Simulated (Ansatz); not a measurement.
`CN1CSC1O` → `CC(O)C(N)=S`  (isomerisation)

Gas-phase electronic energies from Ansatz, PBE0-D4/def2-TZVP geometries. CCSD(T)/CBS adds triple-zeta CCSD(T) − MP2 to the extrapolated MP2 energy (def2 sets, frozen cores). Functionals use def2-TZVPP. B3LYP here is the variant with VWN-RPA as its local correlation; programs differ in this. Each species was taken in one conformer, which may not be the lowest.

```
             level  ΔE (kJ/mol)  difference from CCSD(T)/CBS
            PBE-D4       -107.9                          3.1
         r2SCAN-D4       -120.0                         -9.0
           ωB97X-V       -101.3                          9.7
               PBE       -108.4                          2.6
            r2SCAN       -120.0                         -9.0
              PBE0       -104.7                          6.3
             B3LYP       -121.4                        -10.4
SCS-MP2/def2-TZVPP       -106.6                          4.4
SCS-MP2/def2-QZVPP       -108.0                          3.0
      HF/CBS(def2)       -120.1                         -9.1
       CCSD(T)/CBS       -111.0                            0
```

Largest T1 diagnostic among the species: 0.015.

In def2-TZVPP, CCSD(T) changes the Hartree–Fock value by +12.1 kJ/mol (the triples alone add −1.3 kJ/mol) and MP2 by +10.3 kJ/mol. From PBE to PBE0 (25 % exact exchange), in def2-TZVPP and without D4, ΔE moves by +3.7 kJ/mol.
